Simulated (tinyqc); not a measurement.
Pariser-Parr-Pople SCF with singles CI, for the molecule O=CC=O (SMILES; centres numbered as the heavy atoms are written), step by step. One step of it, computed by the program tinyqc.

Question. Singles CI, triplets. Over the 4 single excitations with the smallest orbital gaps: A = (e_a - e_i) delta - (ij|ab), with (pq|rs) = sum c_mp c_mq gamma_mn c_nr c_ns.

orbital energies (eV): -14.551151  -12.688415  -3.931156  -0.356955

coefficients:
```
         MO1        MO2        MO3        MO4
1O  0.506668   0.634534  -0.493242  -0.312036
2C  0.493242   0.312036   0.506668   0.634534
3C  0.493242  -0.312036   0.506668  -0.634534
4O  0.506668  -0.634534  -0.493242   0.312036
```

repulsion gamma_rs (eV), lower triangle:
```
           1O         2C         3C         4O
1O  15.200000
2C   5.772710  11.130000
3C   4.092353   5.346327  11.130000
4O   3.095325   4.092353   5.772710  15.200000
```

Give: triplet CI matrix; triplet excitation energies.

Answer.

triplet CI matrix (eV), lower triangle:
```
         2>3      1>3     2>4     1>4
2>3   1.8426
1>3   0.0000   3.8086
2>4   0.0000  -2.1973  6.2196
1>4  -2.1973   0.0000  0.0000  7.5450
```

triplet excitation energies (eV): 1.0942  2.5079  7.5203  8.2934
